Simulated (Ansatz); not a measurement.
Molecule: AlF$_{2}$, net charge 0, doublet state. It need not be the lowest isomer of its formula. SMILES: [F][Al][F]
Geometry: optimised at B3LYP-D3(BJ)/def2-TZVP (Ansatz, a first-principles code).

Parts of the frozen-core correlation energy in STO-3G (Ansatz, hartree). Frozen orbitals: 7; correlated occupied orbitals by spin: 9 and 8; virtual: 3 and 4. UHF or UKS for open shells. Spin-orbit coupling is left out. Non-relativistic.

```tsv
term	value
reference (HF)	-435.10221
MP2 opposite-spin	(withheld)
MP2 same-spin	(withheld)
CCSD correlation	-0.06111
(T)	(withheld)
T1 diagnostic	0.020
largest doubles amplitude	0.044
<S^2> of the reference	0.759
```

Problem. Fill in the missing entries.

Solution. 
- MP2 opposite-spin, value: -0.03904
- MP2 same-spin, value: -0.01130
- (T), value: -0.00672
